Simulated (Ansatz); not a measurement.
Reaction (SMILES): S (H2S) → H2S+ (doublet, bonded as S) + e-
B3LYP-D3(BJ)/def2-TZVP geometries, fixed; electronic energies without zero-point terms.

The adiabatic ionisation energy at CCSD(T) with Ansatz (an electronic-structure program), in eV, split into its Hartree-Fock and correlation parts. Cores are frozen. Open shells are unrestricted. No added dispersion term, no relativity. Functions are those of the species that has most.

```tsv
basis	X	functions	Hartree-Fock	CCSD(T)
aug-cc-pV(D+d)Z	2	50	9.235	10.164
aug-cc-pV(T+d)Z	3	101	9.214	10.374
aug-cc-pV(Q+d)Z	4	181	9.212	10.440
```

Worked estimate of the basis-set limit from each neighbouring pair, with Hartree-Fock from the larger set and the correlation part extrapolated as X^-3.
Correlation parts: X = 2: 0.929, X = 3: 1.160, X = 4: 1.228.
- (2,3): (27·(1.160) - 8·(0.929))/19 = 1.257; with Hartree-Fock 9.214 the estimate is 10.471 eV.
- (3,4): (64·(1.228) - 27·(1.160))/37 = 1.278; with Hartree-Fock 9.212 the estimate is 10.490 eV.
The last two estimates differ by 0.018 eV; the largest set lies 0.050 from the last. Over the last step Hartree-Fock moves by -0.002 and the correlation part by 0.068.
